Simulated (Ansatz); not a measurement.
Ideal-gas functions of `N=CCF` at 800 K and 1 bar, from an Ansatz frequency run at PBE0-D4/def2-TZVP.

Molar mass 61.06 g/mol, point group Cs (symmetry number 1), electronic degeneracy 1, moments of inertia 27.468, 81.361, 105.65 u Å². Harmonic wavenumbers (cm⁻¹, unscaled): 210, 275, 666, 703, 898, 1061, 1132, 1151, 1233, 1262, 1398, 1423, 1474, 1762, 3038, 3083, 3084, 3452.

Use S(trans) = R[1.5 ln M + 2.5 ln T − 1.1517]; rotational temperatures θ = 24.2544 K / I; S(rot) = R[ln(√π/σ · √(T³/θAθBθC)) + 1.5]; for each mode x = 1.438777 ν̃/T, S = R[x/(eˣ − 1) − ln(1 − e⁻ˣ)] and H = RT x/(eˣ − 1); 1 cm⁻¹ = 0.0119627 kJ/mol; R = 8.31446 J/(mol·K).

Task: By hand: the entropy, in J/(mol·K).

Result: Translation 180.7. Rotation: θ = 0.883, 0.2981, 0.2296 K, giving 112.3. Vibration, mode by mode: 16.46, 14.25, 7.29, 6.90, 5.18, 4.10, 3.71, 3.61, 3.21, 3.08, 2.54, 2.45, 2.28, 1.51, 0.23, 0.21, 0.21, 0.12, in all 77.4. Electronic 0.0. Sum 370.4 J/(mol·K).

Task: By hand: H − E and G − E in kJ/mol, counted from the electronic energy.

Result: Zero-point energy ½ × 27305 × 0.0119627 = 163.3; thermal vibration 35.5; translation, rotation and pV give 4 RT = 26.6. H − E = 225.4 kJ/mol, and G − E = 225.4 − 800 × 370.4/1000 = -70.9 kJ/mol.

Vibration gives 21 % of the entropy. The sum counts one conformer and one mirror image; others add a mixing term.
